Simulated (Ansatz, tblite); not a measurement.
Cost and result up the ladder for [BMeH3]- (CH₆B⁻) (8 atoms). Charge -1, multiplicity 1. Geometry: PBE-D4/def2-TZVPD.

```csv
atom,x (Å),y (Å),z (Å)
B1,0.6205,0.4897,-0.2188
C2,-0.6282,-0.4958,0.2215
H3,-0.6524,-0.6935,1.3127
H4,-0.5827,-1.4890,-0.2701
H5,-1.6197,-0.0703,-0.0359
H6,0.6134,0.6861,-1.4527
H7,1.7172,-0.0236,0.0893
H8,0.5320,1.5966,0.3540
```

Ansatz on 2 threads of Arm Neoverse V1 on a shared host; xTB runs through tblite on one thread. Times are rough, summed over both states, and most runs start from the orbitals of an earlier one. CCSD(T)/def2-TZVPPD serves as the yardstick here, not as an exact answer. The other state is a doublet.

The xTB rows come from tblite. B3LYP takes the VWN-RPA correlation. Correlated methods freeze 2 core orbitals. In CCSD on the charge 0 doublet the largest single amplitude is 0.15, so its Hartree–Fock determinant may place the open shell otherwise than the density functionals do. HOMO above LUMO, or a gap near zero within one spin, warns that the state may not be the lowest or that an electron is smeared out.

Run but left out: LDA (SPW92)/def2-TZVPD (neutral doublet: an occupied level 0.13 eV above an empty one).

Correlated methods converge slowly with the basis.

Raw xTB energies of ions are shifted by several eV.

```csv
level,functions,wall time
GFN2-xTB,14,0.004 s
GFN1-xTB,20,0.005 s
PBE-D4/def2-TZVPD,128,3.1 s
revPBE-D4/def2-TZVPD (with forces),128,3.5 s
B3LYP-D4/def2-TZVPD,128,5.2 s
r2SCAN-D4/def2-TZVPD,128,5.6 s
BHLYP-D4/def2-TZVPD,128,8.4 s
ωB97M-V/def2-TZVPD,128,20 s
CCSD(T)/def2-TZVPPD,176,95 s
```

Task: Estimate what each level gives for the vertical IE (eV).

Result: 
```json
{"level": "GFN2-xTB", "vertical IE (eV)": "7.39", "difference from CCSD(T)/def2-TZVPPD (eV)": "2.99", "remarks": "–"}
{"level": "GFN1-xTB", "vertical IE (eV)": "8.41", "difference from CCSD(T)/def2-TZVPPD (eV)": "4.02", "remarks": "–"}
{"level": "PBE-D4/def2-TZVPD", "vertical IE (eV)": "3.89", "difference from CCSD(T)/def2-TZVPPD (eV)": "-0.51", "remarks": "gap within one spin near zero (doublet)"}
{"level": "revPBE-D4/def2-TZVPD (with forces)", "vertical IE (eV)": "3.96", "difference from CCSD(T)/def2-TZVPPD (eV)": "-0.44", "remarks": "gap within one spin near zero (doublet)"}
{"level": "B3LYP-D4/def2-TZVPD", "vertical IE (eV)": "4.19", "difference from CCSD(T)/def2-TZVPPD (eV)": "-0.20", "remarks": "–"}
{"level": "r2SCAN-D4/def2-TZVPD", "vertical IE (eV)": "3.94", "difference from CCSD(T)/def2-TZVPPD (eV)": "-0.46", "remarks": "–"}
{"level": "BHLYP-D4/def2-TZVPD", "vertical IE (eV)": "4.24", "difference from CCSD(T)/def2-TZVPPD (eV)": "-0.16", "remarks": "–"}
{"level": "ωB97M-V/def2-TZVPD", "vertical IE (eV)": "4.29", "difference from CCSD(T)/def2-TZVPPD (eV)": "-0.11", "remarks": "–"}
{"level": "CCSD(T)/def2-TZVPPD", "vertical IE (eV)": "4.40", "difference from CCSD(T)/def2-TZVPPD (eV)": "0.00", "remarks": "–"}
```
